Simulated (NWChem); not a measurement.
System: C$_{4}$H$_{6}$; SMILES C1C=CC1

NWChem input:

```
start job
memory heap 200 mb stack 900 mb global 1100 mb
geometry units angstroms noautoz
  C      0.000000     0.676902     0.816632
  C      0.000000    -0.676902     0.816632
  C      0.000000    -0.784878    -0.697061
  C      0.000000     0.784878    -0.697061
  H      0.000000     1.436837     1.614606
  H      0.000000    -1.436837     1.614606
  H      0.899914    -1.253381    -1.150693
  H     -0.899914    -1.253381    -1.150693
  H     -0.899914     1.253381    -1.150693
  H      0.899914     1.253381    -1.150693
end
basis spherical
  C library 6-31+g*
  H library 6-31+g*
end
dft
  xc slater vwn_5
  iterations 150
end
tddft
  nroots 8
end
task tddft energy
```

Excerpt of the output:

```
             Northwest Computational Chemistry Package (NWChem) 7.3.0
             --------------------------------------------------------

 C2V symmetry detected

                             Geometry "geometry" -> ""
                             -------------------------

 Output coordinates in angstroms (scale by  1.889725989 to convert to a.u.)

  No.       Tag          Charge          X              Y              Z
 ---- ---------------- ---------- -------------- -------------- --------------
    1 C                    6.0000     0.00000000     0.67690200     0.81458893
    2 C                    6.0000     0.00000000    -0.67690200     0.81458893
    3 C                    6.0000     0.00000000    -0.78487800    -0.69910407
    4 C                    6.0000     0.00000000     0.78487800    -0.69910407
    5 H                    1.0000     0.00000000     1.43683700     1.61256293
    6 H                    1.0000     0.00000000    -1.43683700     1.61256293
    7 H                    1.0000     0.89991400    -1.25338100    -1.15273607
    8 H                    1.0000    -0.89991400    -1.25338100    -1.15273607
    9 H                    1.0000    -0.89991400     1.25338100    -1.15273607
   10 H                    1.0000     0.89991400     1.25338100    -1.15273607

 Effective nuclear repulsion energy (a.u.)     112.4827005973

      Symmetry information
      --------------------

 Group name             C2v
 Group number             16
 Group order               4
 No. of unique centers     4

                                 NWChem DFT Module
                                 -----------------

 Summary of "ao basis" -> "ao basis" (spherical)
 ------------------------------------------------------------------------------
       Tag                 Description            Shells   Functions and Types
 ---------------- ------------------------------  ------  ---------------------
 C                          6-31+g*                  8       18   4s3p1d
 H                          6-31+g*                  2        2   2s

      Symmetry analysis of basis
      --------------------------

        a1         30
        a2         12
        b1         12
        b2         30

            General Information
            -------------------
          SCF calculation type: DFT
          Wavefunction type:  closed shell.
          No. of atoms     :    10
          No. of electrons :    30
           Alpha electrons :    15
            Beta electrons :    15
          Charge           :     0
          Spin multiplicity:     1
          Use of symmetry is: off; symmetry adaption is: on
          Maximum number of iterations: 150
          AO basis - number of functions:    84
                     number of shells:    44
          Convergence on energy requested:  1.00D-06
          Convergence on density requested:  1.00D-05
          Convergence on gradient requested:  5.00D-04

              XC Information
              --------------
                        Slater Exchange Functional  1.000 local
                      VWN V Correlation Functional  1.000 local

             Grid Information
             ----------------
          Grid used for XC integration:  medium
          Radial quadrature: Mura-Knowles
          Angular quadrature: Lebedev.
          Tag              B.-S. Rad. Rad. Pts. Rad. Cut. Ang. Pts.
          ---              ---------- --------- --------- ---------
          C                   0.70       49          11.0       434
          H                   0.35       45          11.0       434
          Grid pruning is: on
          Number of quadrature shells:   466
          Spatial weights used:  Erf1

      Superposition of Atomic Density Guess
      -------------------------------------

 Sum of atomic energies:        -153.64336177

      Non-variational initial energy
      ------------------------------

 Total energy =    -156.375685
 1-e energy   =    -426.993930
 2-e energy   =     158.135544
 HOMO         =      -0.291640
 LUMO         =       0.012373

      Symmetry analysis of molecular orbitals - initial
      -------------------------------------------------

  Numbering of irreducible representations:

     1 a1          2 a2          3 b1          4 b2

  Orbital symmetries:

[...]

                                NWChem TDDFT Module
                                -------------------

            General Information
            -------------------
           No. of orbitals :     168
            Alpha orbitals :      84
             Beta orbitals :      84
        Alpha frozen cores :       0
         Beta frozen cores :       0
     Alpha frozen virtuals :       0
      Beta frozen virtuals :       0
         Spin multiplicity :       1
    Number of AO functions :      84
        Use of symmetry is : off
      Symmetry adaption is : on
         Schwarz screening :  0.10D-07

              XC Information
              --------------
                 Slater Exchange Functional   1.00 local
               VWN V Correlation Functional   1.00 local

             TDDFT Information
             -----------------
          Calculation type : TDDFT
         Wavefunction type : Restricted singlets & triplets
          No. of electrons :      30
           Alpha electrons :      15
            Beta electrons :      15
              No. of roots :       8
          Max subspacesize :    5600
            Max iterations :     100
               Target root :       1
           Target symmetry : none
      Symmetry restriction : off
                 Algorithm : Optimal
        Davidson threshold :  0.10D-03

    8 smallest eigenvalue differences (eV)
--------------------------------------------------------
  No. Spin  Occ  Vir  Irrep   E(Occ)    E(Vir)   E(Diff)
--------------------------------------------------------
    1    1   15   16 b2       -0.223    -0.029     5.261
    2    1   15   17 b1       -0.223     0.006     6.219
    3    1   15   18 a2       -0.223     0.015     6.473
    4    1   15   19 b1       -0.223     0.016     6.487
    5    1   14   16 b1       -0.282    -0.029     6.866
    6    1   15   20 a1       -0.223     0.032     6.940
    7    1   13   16 a2       -0.291    -0.029     7.131
    8    1   15   21 a2       -0.223     0.044     7.264
--------------------------------------------------------

  Entering Davidson iterations
  Restricted singlet excited states

  Iter   NTrls   NConv    DeltaV     DeltaE      Time
  ----  ------  ------  ---------  ---------  ---------
    1      8       0     0.41E+00   0.10+100        1.8
    2     16       0     0.17E+00   0.35E-01        1.7
    3     32       0     0.59E-01   0.11E-01        3.0
    4     48       0     0.25E-01   0.18E-02        2.8
    5     64       0     0.13E-01   0.40E-03        2.7
    6     80       1     0.65E-02   0.85E-04        2.7
    7     94       4     0.36E-02   0.22E-04        2.6
    8    102       6     0.17E-02   0.67E-05        2.1
    9    106       6     0.81E-03   0.15E-05        1.4
   10    110       7     0.38E-03   0.25E-06        1.4
   11    112       7     0.16E-03   0.54E-07        1.2
   12    114       8     0.87E-04   0.73E-08        1.2
  ----  ------  ------  ---------  ---------  ---------
  Convergence criterion met

  Ground state a1       -154.497718061932 a.u.

  ----------------------------------------------------------------------------
  Root   1 singlet b1             0.228386666 a.u.                6.2147 eV
  ----------------------------------------------------------------------------
     Transition Moments    X  0.02835   Y -0.00000   Z -0.00000
     Dipole Oscillator Strength                    0.0001223566
     Electric Quadrupole                           0.0000003104
     Magnetic Dipole                               0.0000005972
     Total Oscillator Strength                     0.0001232642

     Occ.   15  b1  ---  Virt.   17  a1   0.99793 X
     Occ.   15  b1  ---  Virt.   19  a1  -0.05505 X
  ----------------------------------------------------------------------------
  Root   2 singlet a2             0.238030914 a.u.                6.4772 eV
  ----------------------------------------------------------------------------
     Transition Moments    X  0.00000   Y  0.00000   Z -0.00000
     Dipole Oscillator Strength                    0.0000000000
     Electric Quadrupole                           0.0000000001
     Magnetic Dipole                               0.0000000114
     Total Oscillator Strength                     0.0000000116

     Occ.   15  b1  ---  Virt.   18  b2   0.99950 X
  ----------------------------------------------------------------------------
  Root   3 singlet b1             0.238175771 a.u.                6.4811 eV
  ----------------------------------------------------------------------------
     Transition Moments    X  0.40994   Y -0.00000   Z  0.00000
     Dipole Oscillator Strength                    0.0266843952
     Electric Quadrupole                           0.0000000507
     Magnetic Dipole                               0.0000000246
     Total Oscillator Strength                     0.0266844705

     Occ.   14  b2  ---  Virt.   16  a2   0.05153 X
     Occ.   15  b1  ---  Virt.   17  a1   0.05323 X
     Occ.   15  b1  ---  Virt.   19  a1   0.99638 X
  ----------------------------------------------------------------------------
  Root   4 singlet b2             0.250342287 a.u.                6.8122 eV
  ----------------------------------------------------------------------------
     Transition Moments    X  0.00000   Y  1.05860   Z -0.00000
     Dipole Oscillator Strength                    0.1870279994
     Electric Quadrupole                           0.0000001696
     Magnetic Dipole                               0.0000021906
     Total Oscillator Strength                     0.1870303596

[...]
```

Level: LDA (Slater exchange, VWN5)/6-31+G* (spherical d), full TDDFT. Geometry: optimised at PBE-D3(BJ)/def2-SVP.
